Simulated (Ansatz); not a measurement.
Molecule: CN (charge -1, singlet). 
Structure (B3LYP-D3(BJ)/def2-TZVP (Ansatz, an electronic-structure program) minimum search):
```
C
N 1 1.1703
```
Charge -1, spin multiplicity 1.

Basis-set convergence of Hartree-Fock and CCSD correlation energies (hartree) with Ansatz. Valence correlation only, unless marked. No spin-orbit coupling. No relativistic terms.

```csv
basis,functions,E(HF),"E(corr, CCSD)"
def2-SVPD,40,-92.23172,-0.29941
def2-TZVPPD,74,-92.34432,-0.34536
def2-QZVPPD,126,-92.34844,-0.36330
```

Extrapolating the two largest sets (X = 3 and 4) as X^-3: E(corr) = (64·(-0.36330) - 27·(-0.34536))/37 = -0.3764 Eh, an estimate of the basis-set limit. The largest set recovers 96.5 % of it, the smallest 79.5 %.
